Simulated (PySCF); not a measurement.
Where the electron goes

Compound: 1,2-difluoroethane, C2H4F2.
Z-matrix (Å and degrees, GFN2-xTB geometry), rows numbered from 1:
```
F 
C   1  1.3702
C   2  1.5220  1  110.91
F   3  1.3703  2  110.83  1    86.31
H   2  1.0940  1  106.72  3  -120.49
H   2  1.0942  1  107.16  3   120.91
H   3  1.0942  2  110.78  1   -32.51
H   3  1.0940  2  110.52  1  -155.56
```

Method: TDDFT CAM-B3LYP/def2-SVPD, vertical, gas phase, core orbitals frozen in the response (PySCF 2.14.0, density-fitted response routines).

Kohn–Sham orbitals with the atoms that hold most of them (Löwdin shares over 4%, at most four atoms; ? is withheld):

```tsv
orbital	ε (eV)	atoms
HOMO-3	-13.22	F4 42%, F1 42%, C2 6%, C3 6%
HOMO-2	-11.79	F4 24%, F1 24%, C3 14%, C2 14%
HOMO-1	-11.59	F1 28%, F4 28%, C2 11%, C3 11%
HOMO	?	?
LUMO	1.33	?
LUMO+1	2.04	H7 15%, H6 15%, C3 14%, C2 14%
LUMO+2	2.69	F4 17%, F1 17%, H7 14%, H6 14%
```

(1) Which atoms hold the LUMO, and with what shares?

(2) Give the leading atoms of the HOMO.

(3) What is the HOMO energy, and the HOMO–LUMO gap?

Results:

(1) C3 (bonded to C, F and 2 H) 26%; C2 (bonded to C, F and 2 H) 26%; H8 (bonded to C) 14%; H5 (bonded to C) 14%. By element: carbon 52%, hydrogen 28% or more.

(2) F1 (bonded to C) 26%; F4 (bonded to C) 26%; C2 (bonded to C, F and 2 H) 19%; C3 (bonded to C, F and 2 H) 19%. By element: fluorine 51%, carbon 38%.

(3) ε(HOMO) = -11.15 eV; the gap is 12.48 eV (0.4586 hartree).

Question: The HOMO–LUMO gap is 12.48 eV. Where does the response calculation put the lowest singlet, and from which orbitals?

Answer: S1 is at 9.27 eV (f = 0.020), 3.21 eV below the gap, made of HOMO→LUMO (93%). Without the coupling terms of the response equations the lowest excitation would equal the gap.

Question: Give energy, strength and leading configuration of S1 and S2, and follow the Löwdin shares of the leading atoms from the occupied to the empty orbital.

Answer: 
- S1 (9.27 eV, f 0.020), HOMO→LUMO (93%): F1 26% → at most 14%, F4 26% → at most 14%, C3 19% → 26%, C2 19% → 26%
- S2 (9.53 eV, f 0.018), HOMO-1→LUMO (78%): F1 28% → at most 14%, F4 28% → at most 14%, C3 11% → 26%, C2 11% → 26%

Löwdin shares depend on the basis, the more so with diffuse functions.

On Arm Neoverse V1, one thread, no GPU, shared host, this took 12 s wall.

One conformer stands for the species.
